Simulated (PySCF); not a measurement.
How well do the runs reproduce experiment for CH6Si?

**Experimental background.**

NIST CCCBDB Release 22 (SRD 101), experimental dipoles lists, for the gas: dipole moment (microwave Stark effect) 0.735 D.

The runs below try to reproduce these values; the comparison stands at the end.

Species: CH6Si.
Numbering: `[CH3:1][SiH3:2]` (hydrogens: H3, H4, H5 on C1; H6, H7, H8 on Si2)

Structure used (PBE0-D3(BJ)/def2-SVP), in Å, numbered top down from 1:
```
atom  x, y, z in Å
C1    -1.0003   -0.0924    0.2076
Si2    0.8412    0.0863   -0.1216
H3    -1.3198    0.5760    1.0214
H4    -1.2476   -1.1254    0.4971
H5    -1.5840    0.1593   -0.6910
H6     1.1752    1.4902   -0.5164
H7     1.2724   -0.8248   -1.2271
H8     1.6340   -0.2548    1.1005
```

Runs made with PySCF (gas phase, on this PBE0-D3(BJ)/def2-SVP geometry; no spin–orbit coupling):

| level | job | basis functions | wall time |
| --- | --- | --- | --- |
| PBE0-D3(BJ)/def2-SVP, grid level 1 | geometry optimisation from a GFN2-xTB start shaken at random | 62 | 15 s |

Hardware: one thread, Arm Neoverse N1 (aarch64), shared host.

Results beside the measurements:

**Dipole moment.** Measured: 0.735 D (NIST CCCBDB Release 22 (SRD 101), experimental dipoles).

```csv
level,computed (D),computed − measured (D),% (from the printed values)
PBE0-D3(BJ)/def2-SVP,0.803,+0.068,+9
```

The computed dipoles belong to one fixed geometry; measured ones are averaged over vibrations unless marked μe. Magnitudes are compared, not signs.

No measured geometry was used, and the causes of the misses weren't examined.
